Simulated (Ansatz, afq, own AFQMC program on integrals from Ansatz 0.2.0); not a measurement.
AFQMC on a folder of integrals that Ansatz 0.2.0 wrote.

```yaml
crystal:
  periodic: [false, false, false]
  atoms:
    - {symbol: Si, position_ang: [0.000000, -0.036792, 1.649022]}
    - {symbol: Ge, position_ang: [0.000000, -0.003695, -0.646339]}
    - {symbol: H, position_ang: [0.000000, 1.291472, 0.631435]}
basis:
  gaussian: {orbitals: cc-pVDZ}
total_charge: 1
magnetization: {spin_polarized: true, initial_magnetization: 2}
correlation: {method: ccsd_t, electrons: outside_noble_gas, hamiltonian_folder: ham}
```

```sh
$ ansatz run in.yaml --threads 1 --pin off --events-out ev --progress --plain --max-ram 16896MiB --backend cuda --devices 0, --max-vram 18GiB
```

afq runs on the folder ham with

```
--method phaseless --trial hf --walkers 160 --populations 1 --least-time 40 --time-step 0.04 --steps-per-block 25 --equilibration-blocks 3 --max-blocks 60 --target-error 0.00068 --factor-cut 1e-05 --start determinant --seed 9799 --taylor-order 6
```

Times are imaginary, in 1/Eh. The walk had a cap of 60 s. Filled inner d shells are frozen with the cores.

Output of the walk:

```
orbitals 31  electrons 5 3  factors 241 of 558
reference energy -2364.51247997 Eh
CCSD correlation -0.16073841 Eh in 12 cycles, weight of the determinant in the CISD state 0.8624
energy of the start -2364.512480 Eh
 block  time / (1/Eh)  mean weight  energy / Eh
     1     1.000  1.0185  -2364.627267
     2     2.000  1.0146  -2364.663447
     3     3.000  1.0042  -2364.672624
     4     4.000  1.0068  -2364.667054
     5     5.000  1.0075  -2364.685045
    11    11.000  1.0117  -2364.682947
    17    17.000  0.9993  -2364.669723
    23    23.000  1.0058  -2364.686832
    29    29.000  1.0060  -2364.688327
    35    35.000  1.0090  -2364.685125
    36    36.000  0.9924  -2364.702334
    41    41.000  0.9995  -2364.675971
    47    47.000  0.9996  -2364.686921
    53    53.000  0.9949  -2364.681544
    59    59.000  1.0003  -2364.684301
    63    63.000  1.0046  -2364.657813
blocks merged  error / Eh  count
     1  0.001254  60
     2  0.001185  30
     4  0.001344  15
energy -2364.678467 +/- 0.001254 Eh
(rows thinned)
```

The run failed at least one of its tests; the cautions name the faults. The second half of the sampling lies above the first by 1.7 errors of their difference, so the energy may still be moving and its error bar be too small.

Against this walk (error 34.1 meV) on the same determinant: CCSD(T) 58.2 meV lower (within the noise), CCSDT(Q) 117.4 meV lower, CCSDTQ 117.9 meV lower, a separate phaseless walk with a CISD trial and standard settings 93.3 ± 34.2 meV lower. The error is statistical and leaves out the bias of the constraint. CCSDTQ is the surest value here, so the walk's 118 meV above it is most likely the bias of the constraint with this trial, which can have either sign, or comes from the drawn settings.

Cautions: constraint bias not in the error; error not settled; error above the target (34.1 against 18.5 meV); no relativity below Rb; no spin-orbit coupling; inner d shell frozen; unrestricted determinant slightly spin contaminated (⟨S²⟩ 2.05 against 2.00); the time-step error isn't removed.

The walk took 5.4 s on 1 × NVIDIA H100 80GB HBM3 with 2 threads of AMD EPYC 7R13 Processor (Zen 3) (shared host) (the card was shared). The log's last line is the phaseless energy.

CCSDT and higher add their correlation energy to the determinant of the CCSD(T) run, since their own runs factorise the integrals more tightly (a shift of under 2 meV). A walk keeps the symmetry of its determinant, which the program's search chose and which needn't be the lowest solution, so a lower state of the same spin and another symmetry isn't excluded.
